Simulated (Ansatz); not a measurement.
Input file:

```yaml
crystal:
  periodic: [false, false, false]
  atoms:
    - {symbol: As, position_ang: [0.000054, -0.000013, -0.016190]}
    - {symbol: H, position_ang: [1.436166, 0.013750, 0.405932]}
    - {symbol: H, position_ang: [-0.731713, 1.238539, 0.397694]}
    - {symbol: H, position_ang: [-0.708471, -1.251307, 0.399802]}
basis:
  gaussian: {orbitals: cc-pVTZ}
total_charge: 1
magnetization: {spin_polarized: true, initial_magnetization: 1}
correlation: {method: ccsdt_q, electrons: outside_noble_gas}
```

```sh
$ ansatz run in.yaml --threads 1 --pin off --events-out ev --progress --plain --max-ram 2393MiB
```

The program prints:

```
1002 factors; integrals over basis functions are off by at most 2.0e-7 eV
mean field evaluation 1: about -60834.8193 eV, gradient 7.9e0 eV
mean field evaluation 2: about -60834.8203 eV, gradient 7.9e0 eV
mean field evaluation 4: about -60835.4247 eV, gradient 1.2e0 eV
mean field evaluation 8: about -60835.4381 eV, gradient 1.5e-3 eV
mean field evaluation 16: about -60835.4381 eV, gradient 6.0e-6 eV
mean field -60835.43809783 eV, -2235.6611143541 hartree, gradient 6.0e-6 eV, S^2 0.756400; 0 other end points of the search recorded, 0 dependent functions left out
14 core orbitals not correlated: weight in the atoms' cores, before any rotation towards them, 1.000 or more for the frozen orbitals, at most 0.000 for the correlated occupied ones
reference -60835.43809783 eV, -2235.6611143541 hartree; 4, 3 occupied and 67, 68 virtual orbitals, 1002 factors
second order -3.29221304 eV of doubles, -0.00000000 eV of singles
cycle   1  -3.78271830 eV  change   -4.9e-1 eV  update   5.6e-2
cycle   2  -4.08648125 eV  change   -3.0e-1 eV  update   2.4e-2
cycle   3  -4.09630923 eV  change   -9.8e-3 eV  update   6.9e-3
cycle   4  -4.09678443 eV  change   -4.8e-4 eV  update   3.1e-3
cycle   5  -4.09783375 eV  change   -1.0e-3 eV  update   9.2e-4
cycle   6  -4.09734828 eV  change    4.9e-4 eV  update   4.4e-4
cycle   7  -4.09742213 eV  change   -7.4e-5 eV  update   1.6e-4
cycle   8  -4.09756294 eV  change   -1.4e-4 eV  update   5.8e-5
cycle   9  -4.09751898 eV  change    4.4e-5 eV  update   2.3e-5
cycle  10  -4.09750938 eV  change    9.6e-6 eV  update   7.4e-6
cycle  11  -4.09751167 eV  change   -2.3e-6 eV  update   2.7e-6
cycle  12  -4.09751417 eV  change   -2.5e-6 eV  update   1.0e-6
cycle  13  -4.09751437 eV  change   -2.0e-7 eV  update   3.5e-7
perturbative correction -0.00240872 eV, -0.0000885187 hartree
Total energy: -60839.53802091 eV, -2235.8117837484 hartree
```

Ran on 1 thread of Arm Neoverse V1, shared host: 77 s wall, 0.83 GiB peak host memory.
